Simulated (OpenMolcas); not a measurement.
C3H3N (Z-propargylimine): a line through the functionals

C3H3N has 7 atoms, charge 0, and is taken as a singlet. As SMILES, `[H]/N=C\C#C`. The shape is that of a PBE0-D4/def2-TZVP optimisation.

The dipole moment y, in D, basis def2-SVPD; a is the functional's share of exact exchange. Programs: OpenMolcas 26.06.

| functional | program | a | y (D) |
| --- | --- | --- | --- |
| TPSS | OpenMolcas | 0 | 2.26 |
| revPBE | OpenMolcas | 0 | 2.22 |
| B3LYP | OpenMolcas | 0.2 | ? |
| PBE0 | OpenMolcas | 0.25 | 2.29 |
| BHLYP | OpenMolcas | 0.5 | 2.36 |

**Question.** Fit y = c + s·a to the known rows and predict B3LYP.

**Answer.** 
1. Means of the 4 rows: a = 0.1875, y = 2.282.
2. Σ(Δa)² = 0.17188, Σ(Δa·Δy) = 0.040625, so the slope is 0.040625/0.17188 = 0.23636.
3. Intercept: 2.282 − (0.23636) × 0.1875 = 2.238. The largest residual of the fit is 0.022.
4. B3LYP: 2.238 + (0.23636) × 0.2 = 2.29 D.

The run gave 2.31 D, so the prediction is off by -0.02 D, about the scatter of the fit. More exact exchange makes the molecule more polar here.
